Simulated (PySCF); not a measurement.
Simulated C 1s region for `C1CC1/C=N\[H]`, binding energy against the vacuum level.

Every computed line was given a Gaussian of 0.8 eV full width at half maximum and an area set by the number of equivalent atoms; the highest printed point is 100. Method: delta-SCF UKS SCAN, pcX-2 on the ionised atom, pcseg-1 elsewhere, spin-free X2C in PySCF.

(binding energy (eV), intensity): (290.0, 0), (290.1, 1), (290.2, 3), (290.3, 5), (290.4, 11), (290.5, 19), (290.6, 31), (290.7, 46), (290.8, 64), (290.9, 81), (291.0, 94), (291.1, 100), (291.2, 99), (291.3, 91), (291.4, 78), (291.5, 66), (291.6, 55), (291.7, 47), (291.8, 43), (291.9, 39), (292.0, 36), (292.1, 32), (292.2, 27), (292.3, 21), (292.4, 15), (292.5, 10), (292.6, 6), (292.7, 3), (292.8, 2), (292.9, 1), (293.0, 0), (293.1, 0)

Problem. Count the maxima, the lines and the sites behind this envelope.

Solution. The curve has 1 maximum (at 291.1 eV). Under it lie 3 lines from 3 inequivalent carbon sites. At this width some lines have no maximum of their own.

Problem. Decompose the envelope and assign each component. Numbering: `[H]/[N:1]=[CH:2]\[CH:3]1[CH2:4][CH2:5]1`.

Solution. 
| position (eV) | relative area | line | atoms | environment |
| --- | --- | --- | --- | --- |
| 291.12 | 2 | C 1s | C4/C5 | three-membered-ring carbon |
| 291.13 | 1 | C 1s | C3 | three-membered-ring carbon |
| 291.97 | 1 | C 1s | C2 | imine carbon |

Problem. What are the centre and the root-mean-square width of the whole band?

Solution. The area-weighted mean of the lines is 291.33 eV. Their own spread about it is 0.37 eV (rms) and each Gaussian has σ = 0.8/2.355 = 0.34 eV; the variances add, which gives 0.50 eV.

The listed C 1s values span 0.85 eV, from C4/C5 (bonded to 2 C and 2 H) to C2 (bonded to N (double bond), C and H). Summing the Pauling electronegativity differences to the bonded atoms, each weighted by its formal bond order, gives -0.70 for the lowest site and +0.63 for the highest; no listed site has a larger sum than the highest. The values 291.12 and 291.13 eV lie too close for their order to be trusted.

The curve has no shake-up lines and no vibrational structure. One atom of each set of topologically equivalent atoms was ionised and stands for the set; in this conformer not all members are related by symmetry, and their own values weren't computed. Spin contamination (⟨S²⟩ against 0.75 for a pure doublet) is marked for C 1s of C2 (0.86), which makes this value less certain. The structure is a single PBE0-D3(BJ)/def2-SVP conformer in the gas phase; no vibrational or solvent corrections.

Conformer computed: `[H]/[N:1]=[CH:2]\[CH:3]1[CH2:4][CH2:5]1`: N1–C2–C3–C4 -26°.
